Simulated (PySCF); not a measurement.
**Reproducing measurements on chlorotrifluoroethylene**

**Measured values to compare with.**

From NIST CCCBDB Release 22 (SRD 101), experimental dipoles, for the gas: dipole moment (dielectric constant against temperature) 0.58 ± 0.04 D.

How close the calculation comes is told at the end.

Chlorotrifluoroethylene, C2ClF3.
Numbering: `[F:1][C:2]([F:3])=[C:4]([F:5])[Cl:6]`

Structure used (GFN2-xTB), in Å, numbered top down from 1:
```xyz
6
C2ClF3 angstrom
F      0.5836   -0.7163    1.5814
C      0.2108    0.1356    0.6423
F      0.2744    1.3845    1.0675
C     -0.1821   -0.2100   -0.5821
F     -0.2219   -1.4934   -0.9429
Cl    -0.6617    0.9016   -1.7878
```

The PySCF runs (gas phase, on this GFN2-xTB geometry; no spin–orbit coupling):

```json
{"level": "PBE0/pcSseg-1", "job": "shieldings, charges and field gradients", "basis functions": "109", "wall time": "5.2 s"}
```

Hardware: an Arm Neoverse V2 with one thread (shared host).

**Comparison with experiment**

**Dipole moment.** Measured: 0.58 D (NIST CCCBDB Release 22 (SRD 101), experimental dipoles).

```json
{"level": "PBE0/pcSseg-1", "computed (D)": "0.42", "computed − measured (D)": "-0.16", "% (from the printed values)": "-28"}
```

The computed dipoles belong to one fixed geometry; measured ones are averaged over vibrations unless marked μe. Magnitudes are compared, not signs.

The geometry is computed, not the measured one. Where a level misses, the cause wasn't examined.
